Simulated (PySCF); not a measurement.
methanidylidynesulfanium (CS), SMILES [C-]#[S+]. The structure is a stationary point at B3LYP-D3(BJ)/def2-TZVPD.

PySCF 2.14.0 with TDDFT-ωB97X/def2-TZVPD puts the lowest singlet excitations at 4.86, 4.86, 5.23, 5.59, 5.59, 8.33 eV.

### Question
What are the lowest excitation roots from ADC(2)/aug-cc-pVDZ (PySCF)? (The exact figures need the calculation; the answer reports its results.)

### Answer
5.27, 5.27, 5.91, 6.14, 6.14, 8.28 eV. S1 differs by 0.41 eV (second minus first; roots are paired by order, and the bases may differ).
